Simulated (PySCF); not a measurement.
Cost against size for one kind of job: PBE0-D3(BJ)/def2-SVP geometry optimisation, gas phase (PySCF); work: geometry optimisation from a GFN2-xTB start. Hardware: an x86-64 server with one thread (shared host). Times come from a shared host and carry two figures at best.

```tsv
species (SMILES)	atoms	electrons	basis functions	SCF cycles	gradient evaluations	wall time
C[Se]CC#N	10	64	113	49	7	24 s
N#CCC[SeH]	10	64	113	29	4	14 s
C=CB(C=C)C=C	16	50	143	62	9	?
CC[SiH2][GeH2][NH]C	19	84	171	64	10	3.2 min
c1ccc2c(c1)-c1ccccc1-2 (charge -1 and doublet state)	20	81	208	58	8	?
```

**Question.** Estimate the withheld figures.

**Answer.** `C=CB(C=C)C=C`: 49 s; `c1ccc2c(c1)-c1ccccc1-2`: 3.2 min.

**Question.** With all rows, how does the wall time grow with the number of basis functions N?

**Answer.** A straight line through log(time) against log(N) has slope 4.3 between N = 113 and 208, and the rows scatter about it by a factor of about 1.5 (standard error of the fit). This is a fit to these rows, whose iteration counts differ, not the method's formal scaling.
